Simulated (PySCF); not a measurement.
Compound: C₆H₄ (charge +1 and doublet state).
Atom-mapped SMILES: `[CH:1]#[C:2]/[CH:3]=[CH:4]\[C:5]=[CH+:6]` (hydrogens: H7 on C1; H8 on C3; H9 on C4; H10 on C6)

Structure used (GFN2-xTB), in Å, numbered top down from 1:
```xyz
10
C6H4 angstrom
C     -2.1221   -1.1771   -0.0722
C     -1.4548   -0.1606   -0.1416
C     -0.7323    1.0086   -0.2264
C      0.6452    1.0853   -0.0822
C      1.4608    0.0025    0.1608
C      2.2127   -0.9313    0.3752
H     -2.7099   -2.0537   -0.0158
H     -1.2978    1.9151   -0.4206
H      1.1342    2.0515   -0.1611
H      2.8729   -1.7356    0.5614
```

Method: UKS B3LYP, pcH-1 on C H, non-relativistic, mean-field spin-orbit, GIAO in PySCF. Geometry: GFN2-xTB; no solvent, vibrations or thermal averaging. A GFN2-xTB geometry isn't a minimum of the functional, and hyperfine couplings can be far from their values at a DFT geometry, by a factor of two or more for some ions and for spin on atoms past the first row. The SCF solution wasn't tested for stability.

Problem. Match the computed a_iso(13C) values +26.6, -25.9, +8.3 MHz (means over equivalent nuclei) with the sites C1/C6; C2/C5; C3/C4.

Solution. 
```
 site  a_iso (MHz)  ρ(0) (bohr⁻³)                 position  distance from C1 (Å)  spin population  largest |T| (MHz)
C1/C6        +26.6        +0.0237  largest spin population                  2.18            +0.36               57.7
C2/C5        -25.9        -0.0230           1 bond from C1                  2.50            -0.05                8.9
C3/C4         +8.3        +0.0073          2 bonds from C1                  3.08            +0.21               35.2
```

Problem. Match the computed a_iso(1H) values -29.9, -17.3 MHz (means over equivalent nuclei) with the sites H7/H10; H8/H9.

Solution. 
| site | a_iso (MHz) | ρ(0) (bohr⁻³) | position | distance from C1 (Å) | bound to | spin population there | largest \|T\| (MHz) |
| --- | --- | --- | --- | --- | --- | --- | --- |
| H7/H10 | -29.9 | -0.0067 | 1 bond from C1 | 3.06 | C1/C6 | +0.36 | 16.4 |
| H8/H9 | -17.3 | -0.0039 | 3 bonds from C1, on C3 of spin population +0.21 | 3.90 | C3/C4 | +0.21 | 10.8 |

ρ(0) is the spin density at the nucleus and T the dipolar tensor; entries for several nuclei are means. The largest Mulliken spin populations are on C1 (+0.36), C6 (+0.36), C4 (+0.21) and C3 (+0.21). Four atoms exceed +0.15. Main spin sites, with 60 % or more of the largest population: C1, C6; positions count bonds from the nearest.

The SMILES `C#C/C=C\[C]=[CH+]` draws the unpaired electron on C5, whose computed spin population is only -0.05.
